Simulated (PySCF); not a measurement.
Fluorothioborine, BFS.
Cartesian coordinates in Å at the PBE0-D3(BJ)/def2-SVP level; atoms count from 1:
```
atom  x, y, z in Å
F1    -1.3901    0.0682    0.0057
B2    -0.1087    0.0706   -0.0135
S3     1.5054    0.0693   -0.0371
```

The calculation used core-valence-separated Tamm–Dancoff BHandHLYP/aug-pcX-1 (def2-SVPD on S) in PySCF, non-relativistic, gas phase, PBE0-D3(BJ)/def2-SVP geometry. The energies are unshifted.

(1) What does the F 1s absorption edge look like?

(2) Give energies, oscillator strengths and core holes at the B K edge.

Answers

(1) 
```csv
E (eV),f,core hole on,main final orbital,polarisation
686.64,0.0362,F1,"LUMO+1/LUMO+2 (2 roots, f summed)",across the axis
686.86,0.0091,F1,LUMO (80 %),along the axis
689.54,0.0120,F1,LUMO+3 (64 %),along the axis
690.06,0.0017,F1,"LUMO+4/LUMO+5 (2 roots, f summed)",across the axis
690.79,0.0058,F1,LUMO+9 (53 %),along the axis
```

The first line with a tenth or more of the strongest one's intensity is at 686.64 eV (f = 0.036, sum of 2), with the hole on F1 (boron-bound fluorine), polarised across the axis. It is also the strongest listed.

(2) 
```json
{"E (eV)": "190.12", "f": "0.1873", "core hole on": "B2", "main final orbital": "LUMO+1/LUMO+2 (2 roots, f summed)", "polarisation": "across the axis"}
{"E (eV)": "192.19", "f": "0.0040", "core hole on": "B2", "main final orbital": "LUMO (81 %)", "polarisation": "along the axis"}
{"E (eV)": "195.27", "f": "0.0075", "core hole on": "B2", "main final orbital": "LUMO+4/LUMO+5 (2 roots, f summed)", "polarisation": "across the axis"}
{"E (eV)": "195.43", "f": "0.0005", "core hole on": "B2", "main final orbital": "LUMO+3 (96 %)", "polarisation": "–"}
{"E (eV)": "195.77", "f": "0.0019", "core hole on": "B2", "main final orbital": "LUMO+9 (54 %)", "polarisation": "along the axis"}
```

The first line with a tenth or more of the strongest one's intensity is at 190.12 eV (f = 0.187, sum of 2), with the hole on B2 (boron bonded to F and S), polarised across the axis. It is also the strongest listed.

Roots within 0.03 eV whose holes lie on the same, on equivalent or on shared atoms are summed into one line, and the highest roots are left out, as the search may have cut off their partners. Final orbitals are the ground state's empty Kohn–Sham orbitals. A dash: too weak, shared between unlike atoms, or no plane or axis to refer to.

**Question.** What length of transition dipole belongs to the line at 689.54 eV?

**Answer.** From f = (2/3) ΔE |μ|² in atomic units, with ΔE = 25.340 Eh and f = 0.0120: |μ| = 0.027 au = 0.07 D.

The ionisation thresholds weren't computed; near and above them a finite basis only mimics Rydberg series and continuum.

Rough CPU time on one thread of a shared machine: about 4 s.
